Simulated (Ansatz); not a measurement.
Rutile SnO2 was calculated with r²SCAN (Ansatz, a first-principles code, plane waves, PAW).

Numerical settings: plane-wave cutoff 560 eV, 8×8×10 k mesh (along the axes of the cell as run), Fermi–Dirac smearing 0.01 eV, scalar-relativistic PAW data made under PBE.

Computed at the level's own relaxed cell.

Question: Estimate the lattice parameter c, band gap, bulk modulus, pressure derivative B′ of the bulk modulus and equilibrium volume per atom that the calculation returns.

Answer: 
- lattice parameter c: 3.201 Å
- band gap: 1.77 eV
- bulk modulus: 203 GPa
- pressure derivative B′ of the bulk modulus: 5.2
- equilibrium volume per atom: 12.09 Å³/atom

Measured, for comparison: band gap 3.81 eV (zero-point renormalisation of 215 meV (computed, non-adiabatic AHC, without the lattice-expansion part) added back here to the 1.8 K gap of; inputs from Miglio et al. (2020), arXiv:2011.12765); lattice parameter c 3.186 Å (room temperature, not corrected to a static lattice; as tabulated in Hiroi (2015), arXiv:1503.02262); bulk modulus 212 GPa (temperature not stated, not corrected to a static lattice, from measured elastic constants; as tabulated in Toher et al. (2017), arXiv:1611.05714). Computed (rounded) less measured: lattice parameter c +0.5 %, bulk modulus -4 %.

Note: the bulk modulus comes from volumes at which shape and atoms were relaxed.

Spin–orbit coupling is not included.

Computed values are for the static lattice.

It cost roughly 9 core-minutes of CPU time.
